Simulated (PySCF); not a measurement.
# O₂⁺: from constants to spectrum

UHF-CCSD(T) constants of O₂⁺, ²Πg (doublet), unpaired electrons π ↑ (PySCF, no relativity, basis sets O 6-311G(d,p); masses 15.9949 and 15.9949 u):

| Quantity | Value |
| --- | --- |
| ωe | 1944.8 cm⁻¹ |
| ωexe | 16.8 cm⁻¹ |
| Be | 1.6799 cm⁻¹ |
| αe | 0.0190 cm⁻¹ |
| D (centrifugal) | 5.01e-06 cm⁻¹ |
| De to O⁺ + O | 5.87 eV |

**Question.** Give the vibrational terms G(v) and spacings up to v = 6.

**Answer.** G(v) = ωe(v+½) − ωexe(v+½)².

```tsv
v	G(v) (cm⁻¹)	G(v) − G(v−1)	Bv (cm⁻¹)
0	968		1.670
1	2879	1911	1.651
2	4757	1878	1.632
3	6601	1844	1.613
4	8411	1810	1.594
5	10188	1777	1.575
6	11931	1743	1.556
```

**Question.** How well does the Morse estimate ωe²/(4ωexe) reproduce De, and what is D0?

**Answer.** It gives 6.98 eV, 119 % of the computed De. D0 = De − G(0) = 5.87 − 0.12 = 5.75 eV.

Correlated steps freeze 2 core orbitals. The state was picked by a PBE0 search and need not be the measured ground state.
